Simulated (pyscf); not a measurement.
HO–GeH₂• + H₂ → GeH₃• + H₂O, a four-centre exchange (doublet surface; Ge–O, H–H broken, Ge–H, H–O formed). Single points on ωB97X-D3(BJ)/def2-SVP structures (PySCF, gas phase). Energies in eV from the separated reactants.

Small-basis levels: PySCF, no dispersion term, spherical d functions. Open shells are spin-unrestricted. 

Question: In single points HF/STO-3G puts the saddle at 2.94 eV and the reaction energy at +0.02 eV. Should these be trusted to within a few kcal/mol? Compare with ωB97M-D3(BJ)/def2-TZVP.

Answer: ωB97M-D3(BJ)/def2-TZVP gives ΔE‡ = 1.61 eV and ΔE = +0.06 eV. HF/STO-3G lies 1.32 eV over it in the barrier and 0.04 eV under it in the reaction energy, so on this step it does not hold to within 0.13 eV. ωB97M-D3(BJ)/def2-TZVP has limits of its own. At the saddle there is also a short Ge–H contact that neither side keeps. The same reactants have a lower exit, to HO–GeH₃ + H• (barrier +1.04 eV at ωB97M-D3(BJ)/def2-TZVP, against +1.61 eV here). This is the saddle that the search found; another between the same sides may lie lower. In the def2 sets elements up to Kr have no core potential.
